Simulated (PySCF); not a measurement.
Species: C₅H₅N.
Atom-mapped SMILES: `[N:1]#[C:2][C@H:3]1[C@H:4]2[CH2:5][C@@H:6]12` (hydrogens: H7 on C3; H8 on C4; H9, H10 on C5; H11 on C6)

Computed with PySCF at CAM-B3LYP/def2-SVPD, non-relativistic, on one gas-phase PBE0-D3(BJ)/def2-SVP geometry that isn't relaxed in the solvent. The solvent is an IEF-PCM continuum (cavity from Bondi-type radii × 1.2), and excitations are vertical TDDFT with non-equilibrium linear response and a frozen core. Only the electrostatic response of the medium enters.

| run | E − E(gas) (kcal/mol) | HOMO (eV) | HOMO–LUMO gap (eV) | dipole (D) | lowest singlet (eV) | static polarisability (au) |
| --- | --- | --- | --- | --- | --- | --- |
| gas | 0.00 | -9.62 | 10.76 | 4.84 | 7.35 | 56.3 |
| P | -5.10 | -9.37 | 10.83 | 5.87 | 7.37 | 69.0 |
| Q | -7.08 | -9.29 | 10.82 | 6.28 | 7.36 | 75.0 |

Task: The runs were made in chloroform and dimethylsulfoxide. Which run belongs to which solvent?

Result: P = chloroform, Q = dimethylsulfoxide. The dielectric constants are 4.711 (chloroform), 46.83 (dimethylsulfoxide), and the energy falls further as ε rises. The optical constants n² used for the excitations are 2.09, 2.19 in the same order. In this model the ground state sees the solvent through ε alone.

Task: How constant is the ratio of the lowering to (ε − 1)/(2ε + 1)?

Result: 
| solvent | (ε − 1)/(2ε + 1) | E − E(gas) (kcal/mol) | ratio (kcal/mol) | polarisation term (kcal/mol) |
| --- | --- | --- | --- | --- |
| chloroform | 0.356 | -5.10 | -14.3 | -6.01 |
| dimethylsulfoxide | 0.484 | -7.08 | -14.6 | -8.87 |

The ratio changes by +2.1 % in size from chloroform to dimethylsulfoxide. The polarisation term is half the interaction of the solute with the induced surface charges.
